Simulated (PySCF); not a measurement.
Input of a run on lithium fluoride (`[Li][F]`): the job's settings, then the atoms in Å.
```
{"job": {"kind": "uv", "xc": "PBE0", "basis": "def2-SVPD", "solvent": "water", "nstates": 6, "ntriplets": 0}, "charge": 0, "multiplicity": 1}
Li     0.766739    -0.000767    -0.005497
F     -0.766307     0.001947    -0.008741
```

Method: TDDFT PBE0/def2-SVPD, vertical, IEF-PCM water (non-equilibrium linear response), core orbitals frozen in the response (PySCF, density fitting); geometry PBE0-D3(BJ)/def2-SVP, gas phase, not relaxed in the solvent; ε = 78.36, cavity from Bondi-type radii × 1.2. The static polarisability takes the continuum's full static response.

Problem. What does the run print?

Solution. 
```
coarse grid: 2160 points
cycle   1  E = -107.1502897415  dE = -1.649e-01  |g| = 7.235e-01  |ddm| = 8.639e-01
cycle   2  E = -106.8970174538  dE =  2.533e-01  |g| = 1.429e+00  |ddm| = 1.108e+00
cycle   3  E = -107.2460955495  dE = -3.491e-01  |g| = 1.349e-02  |ddm| = 7.069e-01
cycle   4  E = -107.2461548831  dE = -5.933e-05  |g| = 5.342e-03  |ddm| = 2.465e-02
cycle   5  E = -107.2461591509  dE = -4.268e-06  |g| = 1.020e-03  |ddm| = 2.149e-03
final grid: 22456 points
cycle   6  E = -107.2631687391  dE = -1.498e-04  |g| = 1.237e-02  |ddm| = 2.708e-02
cycle   7  E = -107.2631353693  dE =  3.337e-05  |g| = 1.902e-02  |ddm| = 1.517e-02
cycle   8  E = -107.2631940345  dE = -5.867e-05  |g| = 5.458e-04  |ddm| = 9.453e-03
cycle   9  E = -107.2631940904  dE = -5.593e-08  |g| = 9.165e-05  |ddm| = 3.340e-04
cycle  10  E = -107.2631940923  dE = -1.836e-09  |g| = 3.927e-06  |ddm| = 7.520e-05
cycle  11  E = -107.2631940923  dE = -6.864e-12  |g| = 3.430e-07  |ddm| = 6.243e-06
converged SCF energy = -107.2631940923

Static polarisability (au): isotropic 9.444, principal 9.413 9.460 9.460

Singlet excitations
state   eV       nm        f      main configurations
  1   7.7324    160.3   0.05956   H->L 0.79, H-1->L 0.19
  2   7.7324    160.3   0.05956   H-1->L 0.79, H->L 0.19
  3   8.1369    152.4   0.01529   H-2->L 0.97
  4   9.0345    137.2   0.01511   H->L+1 0.85, H-1->L+1 0.13
  5   9.0345    137.2   0.01511   H-1->L+1 0.85, H->L+1 0.13
  6   9.0407    137.1   0.00000   H->L+2 0.39, H-1->L+3 0.39, H->L+3 0.10
```

The cycles run first on a coarse grid and then on the final one, and are numbered through; the first dE on the final grid is taken against the last density's energy on that grid. Energies include the polarisation term of the continuum.

Problem. The same input without solvent ends at -107.234045 Eh. What does the continuum change?

Solution. The energy falls by 0.029149 Eh, 18.29 kcal/mol; the polarisation term alone is -19.76 kcal/mol. HOMO -8.09 → -9.21 eV, LUMO -1.00 → -0.15 eV, dipole 6.14 → 6.66 D. The SCF took 11 cycles in the solvent and 12 in the gas phase.

The run took 0.4 s on one thread of an Arm Neoverse V2 (shared host). This is the whole response run at PBE0/def2-SVPD in water, SCF included.
